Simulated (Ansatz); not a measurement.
System: fcc Ca. Method: r²SCAN0 (Ansatz, a first-principles code, PAW).

Run with plane-wave cutoff 520 eV, 10×10×10 k mesh, Fermi–Dirac smearing 0.05 eV, scalar-relativistic PAW data made under PBE.

Energies at three volumes about the minimum:

| V (Å³/atom) | E − E_lowest (meV/atom) |
|---|---|
| 42.949 | 1.49 |
| 43.770 | 0.00 |
| 45.151 | 1.43 |

### Question
Fit a parabola by hand: where is the minimum, what lattice constant follows, and what is the bulk modulus?

### Answer
Slopes: (0.00 − 1.49)/(43.770 − 42.949) = -1.815 and (1.43 − 0.00)/(45.151 − 43.770) = 1.035 meV/Å³. Curvature E″ = 2 × (1.035 − (-1.815))/(45.151 − 42.949) = 2.589 meV/Å⁶. From the middle of the first interval, the slope vanishes at V0 = 43.3595 − (-1.815)/2.589 = 44.061 Å³/atom. B = V0 E″ = 44.061 × 2.589 meV/Å³ × 0.1602 GPa per meV/Å³ = 18.3 GPa. With 4 atoms in the cube, a = (4 × 44.061)^(1/3) = 5.607 Å. The full Birch–Murnaghan fit to all volumes gives V0 = 44.039 Å³/atom and B0 = 18.0 GPa.

Measured, for comparison: bulk modulus 18.6 GPa (corrected for temperature and zero-point phonon effects, our sources range from 15.9 to 18.7; as tabulated in Levämäki et al. (2014), arXiv:1402.3671); lattice constant a 5.553 Å (low-temperature or extrapolated to 0 K; zero-point anharmonic expansion removed; as tabulated in Csonka et al. (2009), arXiv:0903.4037). Computed (rounded) less measured: bulk modulus not scored (sources differ).
